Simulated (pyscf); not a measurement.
Single points on ωB97X-D3(BJ)/def2-SVP structures (PySCF, gas phase). MP2 and CC: frozen core, UHF for open shells. ΔMP2 is the change of the MP2 total energy from the triple- to the quadruple-zeta basis.

Task: Estimate the classical barrier height and the reaction energy of `[OH][InH][F]` -> `[OH][In]` [singlet] + `[FH]` at CCSD(T)/def2-TZVPP + ΔMP2(QZVPP). The step runs on the singlet surface, breaks F–In, H–In and forms F–H; take the reactant's lowest minimum found as zero.

Result: ΔE‡ = 40.9 kcal/mol, ΔE = -1.1 kcal/mol. Zero-point energy shifts the barrier by -1.3 kcal/mol. It is a 1,1-elimination, with an imaginary mode of 1248i cm⁻¹. On the reactant side the descent ends in a point that may be a rotor saddle (no frequency run), 2.0 kcal/mol over the lowest minimum found and 42.1 kcal/mol under the saddle at ωB97X-D3(BJ)/def2-TZVP. At ωB97X-D3(BJ)/def2-TZVP the barrier from the zero used here is 44.1 kcal/mol. This is the saddle that the search found; another between the same sides may lie lower. The CCSD(T) − MP2 part came from Ansatz, without density fitting, on the same reference. The frozen core leaves the outer d or s,p core shells of the metals and heavy elements correlated in the MP2 and CC values, and def2-TZVPP describes them poorly, which can shift differences by a few kcal/mol. Elements past Kr carry the def2 core potentials, without spin-orbit coupling.
